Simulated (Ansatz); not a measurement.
Ansatz input

```yaml
crystal:
  lattice:
    - [0.0, 1.8776226221, 1.8776226221]
    - [1.8776226221, 0.0, 1.8776226221]
    - [1.8776226221, 1.8776226221, 0.0]
  atoms:
    - { symbol: Rh, position: [0.0, 0.0, 0.0] }
hamiltonian:
  xc: lda
  pseudopotentials:
    kind: paw
    azcp:
      Rh: "pseudopotentials/Rh.paw.azcp"
basis:
  ecutwfc: 420
  fft_grid_basis: typed
kpoints:
  mp_grid: { grid: [24, 24, 24], shift: [0, 0, 0] }
magnetization:
  spin_polarized: false
scf:
  occupations: { method: fermi_dirac, width: 0.1 }
```

Terminal output

```
Warning: the record states the generating functional pbe (its physics header spells it `PBE`), which answers neither for hamiltonian.xc's functional nor for the lda family's — results may be inconsistent (PPs are generated against a specific XC)
Engine: ansatz 0.2.0, x86_64-unknown-linux-gnu
Pseudopotentials: kind: paw
Pseudopotential: Rh, paw, valence charge 17, recommended cutoff 420 eV (normal) 
Functional definition: SPW92
  exchange = slater_x
  correlation = pw_c
Crystal: 1 atoms, lattice volume = 13.239 Å³
Basis set: ecut = 420 eV, 259 PW (Γ)
Bands: 13, of which v1, the nominal top of the filled ones, is band 9 counted from 1 (8 counted from 0)
Symmetry: 48 space group operations
Space group: Fm-3m (ITA 225), of the structure as read, at distance tolerance 2.4e-5 Å
k-points: 413 of 13824
Non-local potential: Rh, projectors of the file, l = 0: 3, l = 1: 2, l = 2: 2, l = 3: 1
PAW form: soft (Blöchl's): semilocal exchange-correlation on the pseudo side does not see the compensation charge
PAW frozen core: Rh, regenerated for the run's functional, and the local potential with it (the file was generated under x = pbe(κ = 0.804, μ = 0.2195149727645171), c = pbe(β = 0.06672455060314922))
PAW one-centre angular grid: Rh, 590 points (default); XC on 64 Gauss nodes
Initial density: superposition of atomic densities (neutral atoms: chi_scale 0, normalization atom), corrected by the library's trained network
Initial wavefunctions: pseudopotential atomic-orbital guess
Functional: x = slater, c = lda
SCF iter   1: F=—  HF=-6278.671894 eV  |F-HF|=—  |Δ(HF+E_count)|=         —  Δρ=1.07e-2  dr2=8.26e-3  ethr=1.77e-3  ⟨swp⟩=4.8  Hψ=29353  notcnv=0
SCF iter   2: F=—  HF=-6278.669696 eV  |F-HF|=—  |Δ(HF+E_count)|=   2.20e-3  Δρ=4.79e-3  dr2=1.06e-3  ethr=4.86e-5  ⟨swp⟩=2.5  Hψ=10895  notcnv=0
SCF iter   3: F=—  HF=-6278.669436 eV  |F-HF|=—  |Δ(HF+E_count)|=   2.59e-4  Δρ=2.42e-3  dr2=1.33e-4  ethr=6.26e-6  ⟨swp⟩=2.7  Hψ=8458  notcnv=0
SCF iter   4: F=—  HF=-6278.669411 eV  |F-HF|=—  |Δ(HF+E_count)|=   2.55e-5  Δρ=1.30e-4  dr2=4.59e-7  ethr=7.81e-7  ⟨swp⟩=2.0  Hψ=5782  notcnv=0
SCF iter   5: F=—  HF=-6278.669412 eV  |F-HF|=—  |Δ(HF+E_count)|=   1.51e-6  Δρ=4.06e-5  dr2=4.56e-8  ethr=2.70e-9  ⟨swp⟩=2.3  Hψ=7353  notcnv=0
SCF iter   6: F=-6278.669412 eV  HF=-6278.669412 eV  |F-HF|=4.79e-10  |Δ(HF+E_count)|=   1.37e-8  Δρ=5.97e-6  dr2=8.78e-10  ethr=2.68e-10  ⟨swp⟩=1.0  Hψ=14215  notcnv=0
SCF 1 converged in 6 iterations: F = -6278.669412 eV  dr2 = 8.78e-10
SCF converged after 6 iterations
Free energy (F): -6278.669412 eV
Harris-Foulkes:  -6278.669412 eV  (|F-HF|=4.79e-10)
Internal energy: -6278.628635 eV  (E = F + TS)
E sigma→0 (E₀):  -6278.649024 eV
Entropy (-TS):   -0.040777 eV (-40.777 meV/atom)
Fermi energy:    23.167258 eV
--- Per-component energies (eV) ---
  E_band       = -73.743140
  E_kinetic    = 574.729272
  E_local      = -1521.694968  (includes V_loc(G=0)·N_el)
  E_nonlocal   = 360.213696
  E_hartree    = 532.985561
  E_xc         = -221.214226
  E_vxc        = -278.944487  (∫ρ·V_xc dr)
  E_paw        = -3463.838924  (= ΣΔE_a)
  E_vpaw       = -274.019069  (= ΣTr[D̂ρ^β])
  E_aug_tail   = 0.000724  (compensation charges beyond the density's cutoff)
  E_ewald      = -2540.432251
  E_core_change = 0.622482  (= ΣΔE_core)
  E_smearing   = -0.040777  (= −TS)
  E_closure    = 0.000000  (closes the sum)
  Σ components = -6278.669412   (vs F -6278.669412, Δ=0.00e0)
```
